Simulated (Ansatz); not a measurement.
Energy needed to pull apart C₃H₃F (SMILES C#CCF), singlet, into free ground-state atoms, from the structure below (displaced at random from a GFN2-xTB minimum); no zero-point or spin–orbit terms; open-shell atoms are treated unrestricted, in their ground-state multiplicity.

C1  (-1.158, 0.904, -0.954)
C2  (-0.333, 0.320, -0.349)
C3  (0.584, -0.413, 0.463)
F4  (0.038, -1.647, 0.856)
H5  (-1.610, 1.425, -1.398)
H6  (1.384, -0.401, -0.019)
H7  (0.954, 0.117, 1.476)
(Å)

Ansatz 0.2.0; basis: def2-TZVPP; cores frozen in the correlated methods.

```json
{"method": "PBE-D4", "atomization energy (kJ/mol)": "2769"}
{"method": "r2SCAN-D4", "atomization energy (kJ/mol)": "2674"}
{"method": "PBE0-D4", "atomization energy (kJ/mol)": "2688"}
{"method": "BHLYP-D4", "atomization energy (kJ/mol)": "?"}
{"method": "CAM-B3LYP-D4", "atomization energy (kJ/mol)": "2682"}
{"method": "wB97M-V", "atomization energy (kJ/mol)": "2675"}
{"method": "HF", "atomization energy (kJ/mol)": "1836"}
{"method": "MP2", "atomization energy (kJ/mol)": "?"}
{"method": "CCSD", "atomization energy (kJ/mol)": "2529"}
{"method": "CCSD(T)", "atomization energy (kJ/mol)": "2582"}
```

Task: What does BHLYP-D4 give? (Judge from chemistry; the value comes from the calculation.)

Result: Computed: 2557 kJ/mol, which is about 26 kJ/mol less than CCSD(T)/def2-TZVPP.

Task: What does MP2 give? (An estimate is asked for; the value comes from the calculation.)

Result: By the calculation: 2673 kJ/mol, which is about 90 kJ/mol more than CCSD(T)/def2-TZVPP.

In triple zeta the MP2 and coupled-cluster atomization energies are still short of their basis limit by a few kcal/mol a bond, whereas those of the functionals are nearly converged, so these differences are not deviations from converged CCSD(T).

No T1 diagnostic of these runs exceeds 0.013.

For scale, one of the runs: CCSD(T)/def2-TZVPP forces, 166 basis functions (an equivalent command: `ansatz run in.yaml --threads 4`). Hardware: 4 CPU threads, shared host. Wall time 99 s; peak host memory 2.7 GiB.
